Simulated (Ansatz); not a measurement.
Turn this script for Ansatz's Python interface into the input file that the command-line program reads.

`cas_h2ssi.py`:
```python
'''Active-space calculation on H2SSi.'''

import ansatz as az
from ase import Atoms

atoms = Atoms(['Si', 'S', 'H', 'H'], positions=[
    [-0.1084, -1.0135, 0.2379],
    [0.1223, 1.0923, -0.2882],
    [0.9721, -1.4103, 1.0213],
    [-0.9305, 1.2711, -0.9913],
])
mol = az.Crystal.molecule_from_ase(atoms)

calculation = (
    mol.calculation()
    .basis(gaussian='def2-SVP')
    .correlation(active_electrons=2, active_orbitals=3)
)
for method in [None]:
    report = (calculation if method is None else calculation.correlation(method)).run().report
    space = report['configurations']
    state = space['states'][0]
    print(method or 'casscf', f'total {report["free_energy_ev"] / 27.211386246:.6f} Ha, active-space state {state["energy"]["hartree"]:.6f} Ha, mean field {report["reference_energy_ev"] / 27.211386246:.6f} Ha')
    print('  determinants', state['n_determinants'], ' natural occupations', [round(n, 3) for n in space['natural_occupations']])
print('effectively unpaired electrons, sum of min(n, 2 - n):', round(sum(min(n, 2 - n) for n in space['natural_occupations']), 3))
```

```console
$ python cas_h2ssi.py
casscf total -687.399583 Ha, active-space state -687.399583 Ha, mean field -687.373263 Ha
  determinants 9  natural occupations [1.912, 0.066, 0.021]
effectively unpaired electrons, sum of min(n, 2 - n): 0.175
```

`input.yaml`:
```yaml
crystal:
  periodic: [false, false, false]
  atoms:
    - { symbol: Si, position_ang: [-0.1084, -1.0135, 0.2379] }
    - { symbol: S, position_ang: [0.1223, 1.0923, -0.2882] }
    - { symbol: H, position_ang: [0.9721, -1.4103, 1.0213] }
    - { symbol: H, position_ang: [-0.9305, 1.2711, -0.9913] }
basis:
  gaussian:
    orbitals: def2-SVP
correlation:
  active_space:
    window:
      electrons: 2
      orbitals: 3
```

Caveats:
- Total energies depend on the basis set; only differences at equal settings carry meaning.
- The geometry is a force-field or estimated start, not a minimum of this method, and the basis set is short of its limit. The active space starts as a window about the frontier orbitals and is then optimised, not chosen by chemistry.
- Hardware and time: 1 s on 1 thread of Arm Neoverse V2, with other jobs on the host, peak memory 0.16 GiB.

(Lines on the test bed's own set-up are left out of the output.)
